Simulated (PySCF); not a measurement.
# Mg2O: singlet, from a bent start

Aim: relax Mg2O as a singlet from a bent start, check by its vibrations whether the end is a minimum, and collect its spectrum and constants.

Computed with PySCF 2.14.0. Level: PBE0, basis O def2-TZVP, Mg def2-TZVP, no relativity, density fitting.

## Step 1: The system as given

3 atoms, charge 0, spin multiplicity 1.

Bond lengths: O1–Mg2 2.020 Å, O1–Mg3 2.020 Å. Angles: Mg2–O1–Mg3 110.0°.

Coordinates in bohr (charge 0 multiplicity 1):
```
O     0.0000    0.0000    0.0000
Mg    3.1269    0.0000    2.1894
Mg   -3.1269    0.0000    2.1894
```

## Step 2: The SCF at the typed geometry

The steps below are one call of a driver around PySCF. For each, scf.py gives the equivalent set-up of the SCF; relaxations use the driver's own optimiser. After this first run the driver tries any further starts and a stability analysis.

File scf.py:

```python
from pyscf import gto, scf, dft
mol = gto.M(atom='''
O      0.000000     0.000000     0.000000
Mg     1.654700     0.000000     1.158600
Mg    -1.654700     0.000000     1.158600''',
    basis={'O': 'def2-TZVP', 'Mg': 'def2-TZVP'},
    charge=0, spin=0)
mf = dft.RKS(mol, xc='PBE0')
mf.grids.atom_grid = (50, 194)
aux = {'O': 'def2-universal-JKFIT', 'Mg': 'def2-universal-JKFIT'}
mf = mf.density_fit(auxbasis=aux)
mf.conv_tol = 1e-08
mf.diis_space = 10
mf.max_cycle = 60
mf.init_guess = 'minao'
mf.verbose = 4
mf.kernel()
```

Command:

```sh
$ OMP_NUM_THREADS=2 python axn.py task.json out
```

What it wrote:

```text
init E= -475.06848096613
  HOMO = -0.195061887703666  LUMO = -0.143639194562326  gap/eV = 1.39928
cycle= 1 E= -474.743767605231  delta_E= 0.325  |g|= 1.21  |ddm|= 1.73
  HOMO = -0.0329857461268422  LUMO = 0.000750428214839789  gap/eV = 0.91801
cycle= 2 E= -467.832985260107  delta_E= 6.91  |g|= 2.98  |ddm|= 3.04
  HOMO = -0.198144125589444  LUMO = -0.138666172365511  gap/eV = 1.61848
cycle= 3 E= -474.884878375501  delta_E= -7.05  |g|= 0.878  |ddm|=    3
  HOMO = -0.177298209057192  LUMO = -0.123499470804653  gap/eV = 1.46394
cycle= 4 E= -475.068010421426  delta_E= -0.183  |g|= 0.393  |ddm|= 0.568
  HOMO = -0.175216618041723  LUMO = -0.121306829602695  gap/eV = 1.46696
cycle= 5 E= -475.096340747966  delta_E= -0.0283  |g|= 0.158  |ddm|= 0.199
  HOMO = -0.17581667670872  LUMO = -0.120803274010711  gap/eV = 1.49699
cycle= 6 E= -475.10064318362  delta_E= -0.0043  |g|= 0.0639  |ddm|= 0.0594
  HOMO = -0.175228192148353  LUMO = -0.120612935951328  gap/eV = 1.48616
cycle= 7 E= -475.101504044895  delta_E= -0.000861  |g|= 0.024  |ddm|= 0.0336
  HOMO = -0.17437598587999  LUMO = -0.119899992291266  gap/eV = 1.48237
cycle= 8 E= -475.101645164118  delta_E= -0.000141  |g|= 0.00102  |ddm|= 0.0174
  HOMO = -0.174341963055397  LUMO = -0.119855927722973  gap/eV = 1.48264
cycle= 9 E= -475.101645550118  delta_E= -3.86e-07  |g|= 0.000239  |ddm|= 0.00154
  HOMO = -0.174326724819316  LUMO = -0.119838787317192  gap/eV = 1.48269
cycle= 10 E= -475.10164556617  delta_E= -1.61e-08  |g|= 0.000118  |ddm|= 0.000338
  HOMO = -0.174328565053123  LUMO = -0.119838888014648  gap/eV = 1.48274
cycle= 11 E= -475.101645569788  delta_E= -3.62e-09  |g|= 1e-05  |ddm|= 0.00011
  HOMO = -0.174328865616886  LUMO = -0.119839027089057  gap/eV = 1.48274
Extra cycle  E= -475.101645569671  delta_E= 1.17e-10  |g|= 2.66e-05  |ddm|= 2.78e-05
converged SCF energy = -475.101645569671
```

This step, with its further starts and checks, needed 5.3 s of wall time on 2 threads of Arm Neoverse V2, shared host.

Energies from each starting density:

```csv
start,energy (Eh)
the minimal-basis guess,-475.101646
a thermally smeared density,-475.101646
a smeared PBE density,-475.101646
```

The test of internal stability and the other starts found no lower closed-shell solution.

## Step 3: Relaxation: bent start, singlet

The program finds C2v symmetry in the start, which this walk keeps. The walk stops when the largest gradient is under 0.0003 Eh/bohr and the energy has settled too.

scf.py: that of step 2 with these lines changed.

```diff
@@ -3,3 +3,3 @@
-O      0.000000     0.000000     0.000000
-Mg     1.654700     0.000000     1.158600
-Mg    -1.654700     0.000000     1.158600''',
+O      0.000000     0.000000    -0.868884
+Mg     1.654700     0.000000     0.289716
+Mg    -1.654700     0.000000     0.289716''',
@@ -15 +14,0 @@
-mf.init_guess = 'minao'
```

Steps of the walk:

| step | energy (Eh) | change (kJ/mol) | largest symmetric gradient (Eh/bohr) |
| --- | --- | --- | --- |
| 0 | -475.101646 | 0.00 | 0.05069 |
| 1 | -475.116849 | -39.92 | 0.03281 |
| 2 | -475.122412 | -54.52 | 0.02466 |
| 3 | -475.124707 | -60.55 | 0.00571 |
| 4 | -475.124885 | -61.02 | 0.00200 |
| 5 | -475.124970 | -61.24 | 0.00254 |
| 6 | -475.125239 | -61.94 | 0.00572 |
| 7 | -475.125394 | -62.35 | 0.00463 |
| 8 | -475.125563 | -62.80 | 0.00374 |
| 9 | -475.125615 | -62.93 | 0.00206 |
| 10 | -475.125631 | -62.97 | 0.00015 |
| 11 | -475.125632 | -62.98 | 0.00005 |

The walk took 8.3 s.

End point (C2v, 11 steps, 63.0 kJ/mol gained): O–Mg 1.809 Å (×2); Mg–O–Mg 104.0°.

## Step 4: Frequencies

On the finer grid the gradient is checked again; gradients at displacements of ±0.02 bohr then give force constants and infrared intensities.

scf.py: that of step 3 with these lines changed.

```diff
@@ -3,3 +3,3 @@
-O      0.000000     0.000000    -0.868884
-Mg     1.654700     0.000000     0.289716
-Mg    -1.654700     0.000000     0.289716''',
+O      0.000000     0.000000    -0.825591
+Mg     1.435006     0.000000     0.273643
+Mg    -1.435006     0.000000     0.273643''',
@@ -9 +9 @@
-mf.grids.atom_grid = (50, 194)
+mf.grids.atom_grid = (75, 302)
@@ -12 +12 @@
-mf.conv_tol = 1e-08
+mf.conv_tol = 1e-10
```

The driver hands on the density of the step before, so the log starts near convergence.

SCF at the final geometry:

```text
init E= -475.125624935171
  HOMO = -0.174368154735134  LUMO = -0.109320543232933  gap/eV = 1.77004
cycle= 1 E= -475.125624932609  delta_E= 2.56e-09  |g|= 6.18e-05  |ddm|= 0.00022
  HOMO = -0.174367793219119  LUMO = -0.109320309066952  gap/eV = 1.77003
cycle= 2 E= -475.125624915154  delta_E= 1.75e-08  |g|= 0.000161  |ddm|= 0.000574
  HOMO = -0.174368017332078  LUMO = -0.109320446386896  gap/eV = 1.77003
cycle= 3 E= -475.125624935611  delta_E= -2.05e-08  |g|= 5.91e-07  |ddm|= 0.000415
  HOMO = -0.174368014743571  LUMO = -0.10932044543484  gap/eV = 1.77003
cycle= 4 E= -475.125624935609  delta_E= 1.36e-12  |g|= 2.73e-07  |ddm|= 5.4e-07
  HOMO = -0.174368043471944  LUMO = -0.109320462434482  gap/eV = 1.77003
Extra cycle  E= -475.125624935611  delta_E= -1.25e-12  |g|= 7.24e-07  |ddm|= 5.75e-07
converged SCF energy = -475.125624935611
```

The whole step took 15 s.

Geometry: C2v; O–Mg 1.808 Å (×2); Mg–O–Mg 105.1°.

Modes, for the most abundant isotopes:

```tsv
symmetry	ω (cm⁻¹)	IR (km/mol)
a1	133	3.1
a1	658	49.1
b2	731	54.0
```

All wavenumbers are real: a minimum.

Properties at this point:

| Item | Value |
| --- | --- |
| Dipole moment | 1.81 D |
| Highest occupied level | -4.74 eV |
| Lowest empty level | -2.97 eV |
| Rotational constants | 1.163, 0.1707, 0.1488 cm⁻¹ |
| Zero-point energy | 9.1 kJ/mol |
| Principal polarisabilities | 97.0, 103.4, 288.3 bohr³ |
| Atomisation energy without zero-point energy | 487 kJ/mol |
| Principal traceless quadrupole moments about the centre of mass | -11.45, -1.74, 13.18 D Å |
| Entropy at 298.15 K and 1 bar | 268.1 J/(mol K) |
| Heat capacity Cp at 298.15 K | 48.3 J/(mol K) |
| Enthalpy at 298.15 K above 0 K | 12.29 kJ/mol |
| Rotational symmetry number | 2 |

Charges (e) and bond orders:

```csv
atom,Mulliken,Löwdin,polar tensor,Mayer order to O1
O1,-0.82,-0.48,-0.12,–
"Mg2,3",0.41,0.24,0.06,0.89
```

Mulliken populations on O1: s 3.87, p 4.94, d 0.01, f 0.00.

## Step 5: Would spin polarisation lower it?

At the lowest minimum the closed shell is tested against spin polarisation, on the (50, 194) grid. It is unstable: an open-shell solution lies lower. That solution was not followed to a minimum here.

## Step 6: Summary of results

```
                            quantity                                                            value
                             minimum  singlet, C2v (closed shell, unstable towards spin polarisation)
                            geometry                                O–Mg 1.808 Å (×2); Mg–O–Mg 105.1°
                  wavenumbers (cm⁻¹)                                     133 (a1), 658 (a1), 731 (b2)
                       dipole moment                                                           1.81 D
highest occupied, lowest empty level                                                  -4.74, -2.97 eV
           polar-tensor charge of O1                                                          -0.12 e
                   zero-point energy                                                       9.1 kJ/mol
```

What this shows: The bent start keeps its C2v symmetry and ends in a minimum. In the infrared the band at 731 cm⁻¹ (b2) leads. Other starts or spin states, not run here, may lie lower. Spin polarisation would lower this closed shell, so its numbers describe a constrained state.

The search up to here needed 31 s of wall time on 2 threads of Arm Neoverse V2, shared host.
